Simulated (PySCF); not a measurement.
# Worked example: AlN, triplet against AlN, singlet

Geometry (PBE0/def2-TZVP stationary point of a singlet), kept for both states (AlN, singlet: Σ⁺; AlN, triplet: Π):

```xyz
2

Al    0.0000    0.0000    0.0000
N     0.0000    0.0000    1.6681
```

Basis 6-31G; PySCF 2.14.0. Only valence electrons are correlated (noble-gas cores frozen). Prefix R: restricted or restricted open-shell reference.

Full CI is exact within this basis and frozen core; it isn't the basis-set limit.

Unrestricted Kohn–Sham rows aren't spin-pure: their determinants' ⟨S²⟩ exceeds S(S+1) by up to 0.97, so they mix in states of higher spin.

```
   level  E(AlN, singlet) (hartree)  E(AlN, triplet) (hartree)
RCCSD(T)                -296.336116                -296.332222
     PBE                -296.783657                -296.789916
    PBE0                -296.793076                -296.805942
 full CI                -296.333084                -296.334238
```

Q: Give the vertical gap, AlN triplet less AlN singlet, at each level in eV (1 hartree = 27.2114 eV), and each error against full CI.

A: full CI: (-296.334238 − (-296.333084)) × 27.2114 = -0.031 eV (the reference)
PBE0: (-296.805942 − (-296.793076)) × 27.2114 = -0.350 eV, error -0.319 eV
PBE: (-296.789916 − (-296.783657)) × 27.2114 = -0.170 eV, error -0.139 eV
RCCSD(T): (-296.332222 − (-296.336116)) × 27.2114 = 0.106 eV, error 0.137 eV

Total energies of functionals can't be set beside those of wave-function methods, since they hold the core's correlation and their own absolute errors; only the differences compare.

The set has no polarisation functions, so the order and spacing of states can differ from the basis-set limit.

In so small a basis the reference is far from its limit while semilocal and hybrid functionals are nearer theirs, so the functionals' errors here hold much of the reference's basis and frozen-core error, which can add to them or hide them.

Each level lands on the state that its own search finds. T1 diagnostics of restricted CCSD: 0.146 and 0.093.
